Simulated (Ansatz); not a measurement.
```yaml
crystal:
  periodic: [false, false, false]
  atoms:
    - {symbol: Na, position_ang: [0.000041, -0.000079, 0.000056]}
    - {symbol: F, position_ang: [-1.675671, -1.137105, -0.285575]}
    - {symbol: F, position_ang: [1.675640, 1.137194, 0.285509]}
basis:
  gaussian: {orbitals: cc-pVTZ-DK, point_charges: [{charge: 0.50, position_ang: [5.245, -0.950, -0.576]}]}
magnetization: {spin_polarized: true, initial_magnetization: 1}
hamiltonian: {xc: {name: BLYP}, dispersion: d3bj}
scf: {omitted_lower_state_checks: [starts]}
```

```sh
$ ansatz run in.yaml --threads 4 --pin off --events-out ev --progress --plain --max-ram 3916MiB
```

Output, abridged:

```
Functional definition: BLYP
534 factors; their error is unknown
mean field evaluation 1: about -9855.7627 eV, gradient 3.9e1 eV
mean field evaluation 2: about -9553.9297 eV, gradient 1.3e2 eV
mean field evaluation 4: about -9853.0451 eV, gradient 4.8e1 eV
mean field evaluation 8: about -9858.6650 eV, gradient 2.2e1 eV
mean field evaluation 16: about -9862.1939 eV, gradient 1.1e0 eV
mean field evaluation 32: about -9862.1993 eV, gradient 4.5e-3 eV
mean field -9862.19927211 eV, -362.4291384113 hartree, gradient 2.2e-6 eV, S^2 0.752315; 0 other end points of the search recorded, 0 dependent functions left out
reference -9862.19963365 eV, -362.4291516977 hartree; 15, 14 occupied and 79, 80 virtual orbitals, 534 factors
Total energy: -9862.23488989 eV, -362.4304473404 hartree
Relativity: scalar
Checks for a lower state left out: starts
```

Run time 1.4 s (4 threads of Intel Xeon 6975P-C on a shared host).

DK, ANO-RCC and x2c sets are all-electron and run with scalar relativity unless a key says otherwise.
